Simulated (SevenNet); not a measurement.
## hcp Be

These are the machine-learned potential SevenNet-l3i5 (trained on PBE and PBE+U data) values and carry that method's errors.

Cell (relaxed at this level):

```cif
data_Be2
_chemical_formula_sum 'Be2'
_space_group_name_H-M_alt 'P63/mmc'
_space_group_IT_number 194
_space_group_name_Hall '-P 6c 2c'
_cell_length_a 2.25305
_cell_length_b 2.25305
_cell_length_c 3.61439
_cell_angle_alpha 90.000
_cell_angle_beta 90.000
_cell_angle_gamma 120.000
loop_
_atom_site_label
_atom_site_type_symbol
_atom_site_symmetry_multiplicity
_atom_site_Wyckoff_symbol
_atom_site_fract_x
_atom_site_fract_y
_atom_site_fract_z
_atom_site_occupancy
Be1 Be 2 c 0.33333 0.66667 0.25000 1
```

| Property | Result |
|---|---|
| lattice constant a | 2.253 Å |
| c axis length | 3.614 Å |

Measured, for comparison: lattice constant a 2.286 Å (293 K, not corrected to a static lattice, our sources range from 2.286 to 2.290; as tabulated in Wikipedia's data pages); lattice parameter c 3.584 Å (293 K, not corrected to a static lattice; as tabulated in Wikipedia's data pages). Computed (rounded) less measured: lattice constant a -1.4 % (-1.4 % to -1.6 % over the range), lattice parameter c +0.8 %. A static lattice is as a rule a little smaller and stiffer than an uncorrected measurement, which narrows the difference in the lattice constant a and would widen misses of the other sign.

A machine-learned potential is trained on density-functional data: it inherits that level's misses and adds fitting errors of its own.

Note: the model gives imaginary modes for this phase (in the spectrum interpolated from a supercell).
